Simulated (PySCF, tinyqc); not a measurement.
Inside a calculation. Method: FCI on RHF in the sto-3g basis, frozen core, for HF, spin multiplicity 1. The lowest restricted solution is unstable here: a spin-polarised one lies 0.0989 hartree lower (PySCF). One step of it, computed by the program tinyqc.

Problem. FCI: roots. Diagonalise (each vector has its largest component positive (the first on a tie)); all determinants have Ms = 0, so triplets appear too. The lowest singlet root is the correlation energy.

Occupation strings over the orbitals (2 doubly, a alpha, b beta, 0 empty; spin orbitals ordered 1a 1b 2a 2b ...): 222220 2222ab 2a222b 2222ba 2b222a 222202 2a22b2 222022 220222 2b22a2 202222

H - E(HF) between determinants (hartree), lower triangle:
```
           222220     2222ab     2a222b     2222ba     2b222a     222202     2a22b2     222022
222220   0.000000
2222ab   0.000000   0.223352
2a222b   0.000000  -0.009149   1.068552
2222ba   0.000000  -0.277226  -0.017486   0.223352
2b222a   0.000000  -0.017486  -0.091813  -0.009149   1.068552
222202   0.277226   0.043807  -0.051790  -0.043807   0.051790   0.466320
2a22b2  -0.017486   0.051790  -0.256769  -0.019681   0.091640   0.037353   1.341065
222022   0.027163   0.025628   0.015544  -0.025628  -0.015544   0.029598   0.014785   0.613589
220222   0.027163   0.025628   0.015544  -0.025628  -0.015544   0.029598   0.014785   0.053770
2b22a2   0.017486  -0.019681   0.091640   0.051790  -0.256769  -0.037353  -0.113199  -0.014785
202222   0.091813   0.091640   0.009946  -0.091640  -0.009946   0.113199   0.072988   0.193509

           220222     2b22a2    202222
220222   0.613589
2b22a2  -0.014785   1.341065
202222   0.193509  -0.072988  2.450184
```

Give: lowest roots of this matrix, relative to E(HF); lowest vectors; <S^2> of these roots; weight of the ground state by excitation level 0, 1, 2, ....

Solution.

lowest roots of this matrix, relative to E(HF) (hartree): -0.133  -0.055  0.466  0.560  0.564  0.656  0.895  0.936

lowest vectors:
```
        root 1  root 2  root 3  root 4
222220   0.904   0.000  -0.191   0.000
2222ab   0.031   0.707   0.651   0.000
2a222b  -0.012   0.016  -0.056   0.000
2222ba  -0.031   0.707  -0.651   0.000
2b222a   0.012   0.016   0.056   0.000
222202  -0.423   0.000  -0.310   0.000
2a22b2   0.017  -0.016  -0.055   0.000
222022  -0.014   0.000  -0.061   0.707
220222  -0.014   0.000  -0.061  -0.707
2b22a2  -0.017  -0.016   0.055   0.000
202222  -0.015   0.000  -0.017   0.000
```

<S^2> of these roots: 0.000  2.000  0.000  0.000  0.000  0.000  2.000  0.000

weight of the ground state by excitation level 0, 1, 2, ...: 0.818  0.002  0.180

The reference has a weight of only 0.82: one determinant is a poor start here. A root of higher spin lies below E(HF).
